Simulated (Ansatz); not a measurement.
**H5OSi2 (charge -1): composite energy at a relaxed geometry in Python**

A script is to give a composite energy at a relaxed geometry; the system is H5OSi2 (charge -1). SMILES: [SiH2-]O[SiH3].

Program: Ansatz 0.2.0 through its Python package. The levels of theory stand in the script. These are calculated values, not measurements.

## 1. Starting point

Bond lengths: Si1–O2 1.655 Å, O2–Si3 1.655 Å, Si1–H4 1.483 Å, Si1–H5 1.483 Å, Si3–H6 1.483 Å, Si3–H7 1.483 Å, Si3–H8 1.483 Å. Angles: Si1–O2–Si3 139.2°, O2–Si1–H4 109.3°, O2–Si1–H5 109.3°, H4–Si1–H5 108.7°, O2–Si3–H6 109.8°, O2–Si3–H7 109.8°, O2–Si3–H8 109.3°, H6–Si3–H7 109.6°, H6–Si3–H8 109.2°, H7–Si3–H8 109.2°.

The script holds or builds the structure itself.

## 2. Script

composite.py

```python
# -*- coding: utf-8 -*-
'''Relax H5OSi2(-) cheaply, then refine its energy.'''

import itertools

import ansatz as az
from ase.data import atomic_numbers, covalent_radii
import numpy as np

BASIS_SET = 'def2-SVP'
FUNCTIONAL = 'pbe0'
CHARGE = -1

geometry_ang = [
    ('Si', [1.707, -0.523, 0.5845]),
    ('O', [0.0824, -0.2836, 0.7865]),
    ('Si', [-1.2206, 0.2581, -0.0776]),
    ('H', [1.9258, -1.4786, -0.5283]),
    ('H', [2.3518, 0.7663, 0.2363]),
    ('H', [-0.9923, 1.6605, -0.5031]),
    ('H', [-1.4208, -0.5976, -1.2725]),
    ('H', [-2.4333, 0.198, 0.7742]),
]
h5osi2 = az.Crystal.molecule()
for symbol, xyz in geometry_ang:
    h5osi2 = h5osi2.atom(symbol, xyz)

calc = (
    h5osi2.calculation()
    .basis(gaussian=BASIS_SET)
    .functional(FUNCTIONAL)
    .charge(CHARGE)
)
symbols = [site.symbol for site in h5osi2.cartesian_sites]
start = np.array([site.position_ang for site in h5osi2.cartesian_sites], dtype=float)
report = calc.relax(force_tolerance=0.01).run(threads=1, backend='cpu').report
end = np.array(report['positions_ang'])
# pairs closer than 1.2 times the sum of covalent radii, before or after
radius = [covalent_radii[atomic_numbers[s]] for s in symbols]
span = lambda where, i, j: np.linalg.norm(where[i] - where[j])
bonded = [(i, j) for i, j in itertools.combinations(range(len(symbols)), 2) if min(span(start, i, j), span(end, i, j)) < 1.2 * (radius[i] + radius[j])]
print('pair        before    after (A)')
for i, j in bonded:
    print(f'{symbols[i]}{i}-{symbols[j]}{j}'.ljust(10), f'{span(start, i, j):8.4f} {span(end, i, j):8.4f}')
for first, second in list(itertools.combinations(bonded, 2)):
    shared = set(first) & set(second)
    if shared and symbols[(j := shared.pop())] != 'H':
        i, k = sorted((set(first) | set(second)) - {j})
        u, v = end[i] - end[j], end[k] - end[j]
        angle = np.degrees(np.arccos(np.clip(u @ v / np.linalg.norm(u) / np.linalg.norm(v), -1, 1)))
        print(f'final angle {symbols[i]}{i}-{symbols[j]}{j}-{symbols[k]}{k}: {angle:.2f} deg')

minimum = az.Crystal.molecule()
for symbol, place in zip(symbols, end):
    minimum = minimum.atom(symbol, place.tolist())
at_minimum = minimum.calculation().charge(CHARGE)
# MP2 extrapolated to the basis limit, plus the small-basis difference CCSD(T) - MP2
level = lambda method, basis: at_minimum.basis(gaussian=basis).correlation(method).run(threads=1, backend='cpu').report
small, large, cluster = level('mp2', 'cc-pVDZ'), level('mp2', 'cc-pVTZ'), level('ccsd_t', 'cc-pVDZ')
corr = lambda each: (each['free_energy_ev'] - each['reference_energy_ev']) / 27.211386246
mp2_limit = (27 * corr(large) - 8 * corr(small)) / 19
pieces = {'HF / cc-pVTZ': large['reference_energy_ev'] / 27.211386246, 'MP2 correlation, DZ-TZ limit': mp2_limit, 'CCSD(T) - MP2 / cc-pVDZ': corr(cluster) - corr(small)}
for name, value in pieces.items():
    print(f'{name:32s} {value:14.6f} Ha')
print(f'{"sum":32s} {sum(pieces.values()):14.6f} Ha')
print('T1 diagnostic', round(cluster['correlation']['coupled_cluster']['t1_diagnostic'], 4))
```

## 3. Launch

Launch:

```
python composite.py
```

The program printed:

```text
pair        before    after (A)
Si0-O1       1.6545   1.8091
Si0-H3       1.4830   1.5676
Si0-H4       1.4830   1.5676
O1-Si2       1.6547   1.6219
Si2-H5       1.4832   1.5090
Si2-H6       1.4833   1.5090
Si2-H7       1.4832   1.5136
final angle O1-Si0-H3: 96.97 deg
final angle O1-Si0-H4: 96.97 deg
final angle Si0-O1-Si2: 126.10 deg
final angle H3-Si0-H4: 90.67 deg
final angle O1-Si2-H5: 114.91 deg
final angle O1-Si2-H6: 114.91 deg
final angle O1-Si2-H7: 110.38 deg
final angle H5-Si2-H6: 105.78 deg
final angle H5-Si2-H7: 104.97 deg
final angle H6-Si2-H7: 104.97 deg
HF / cc-pVTZ                        -655.740703 Ha
MP2 correlation, DZ-TZ limit          -0.550542 Ha
CCSD(T) - MP2 / cc-pVDZ               -0.057311 Ha
sum                                 -656.348556 Ha
T1 diagnostic 0.014
```

Run time: 28 s. Hardware: 1 thread of Arm Neoverse V2, shared host; peak memory 0.37 GiB.

## 4. Path of the relaxation of run 0

The steps of the relaxation:

```csv
step,E - E(step 1) (eV),largest force component (eV/Å)
1,0.0000,3.6083
2,-0.7406,2.3468
3,-0.8557,0.7424
4,-0.8828,0.2789
5,-0.8884,0.1797
6,-0.8976,0.2316
7,-0.9019,0.2235
8,-0.9037,0.2303
9,-0.9046,0.0632
10,-0.9048,0.0268
11,-0.9049,0.0119
12,-0.9049,0.0017
```

Step 1 is the start.

Before: Bond lengths: Si1–O2 1.655 Å, O2–Si3 1.655 Å, Si1–H4 1.483 Å, Si1–H5 1.483 Å, Si3–H6 1.483 Å, Si3–H7 1.483 Å, Si3–H8 1.483 Å. Angles: Si1–O2–Si3 139.2°, O2–Si1–H4 109.3°, O2–Si1–H5 109.3°, H4–Si1–H5 108.7°, O2–Si3–H6 109.8°, O2–Si3–H7 109.8°, O2–Si3–H8 109.3°, H6–Si3–H7 109.6°, H6–Si3–H8 109.2°, H7–Si3–H8 109.2°.

After: Bond lengths: Si1–O2 1.809 Å, O2–Si3 1.622 Å, Si1–H4 1.568 Å, Si1–H5 1.568 Å, Si3–H6 1.509 Å, Si3–H7 1.509 Å, Si3–H8 1.514 Å. Angles: Si1–O2–Si3 126.1°, O2–Si1–H4 97.0°, O2–Si1–H5 97.0°, H4–Si1–H5 90.7°, O2–Si3–H6 114.9°, O2–Si3–H7 114.9°, O2–Si3–H8 110.4°, H6–Si3–H7 105.8°, H6–Si3–H8 105.0°, H7–Si3–H8 105.0°.

Run 0 is this relaxation; the runs after it count from 1.

## 5. What each run gave

One row for each of the 3 runs:

```csv
run,basis,method,energy (eV),iterations in all,CPU time (s)
1,cc-pVDZ,mp2,-17852.5332,11,0.62
2,cc-pVTZ,mp2,-17857.3705,14,2.5
3,cc-pVDZ,ccsd_t,-17854.0927,17,2.2
```

## 6. Summary of results

```
        quantity           value
   T1 diagnostic           0.014
composite energy  -656.348556 Ha
   runs compared               3
```

What this shows: All 3 runs converged (11 to 17 cycles). A T1 diagnostic under about 0.02 supports a single-reference treatment, as here. Run 0: The relaxation took 11 moves; the largest shift is 0.362 Å. Caveats:
- The sum leaves out core correlation, relativity, the Hartree-Fock basis error and zero-point energy; a DZ-TZ extrapolation is rough.
- Inner cores stay frozen, so this is valence correlation.
- For Al to Cl the sets with a tight d function, cc-pV(X+d)Z, are usual.
- An extrapolation from small basis sets is rough.
- Anions want diffuse functions, which this basis lacks.
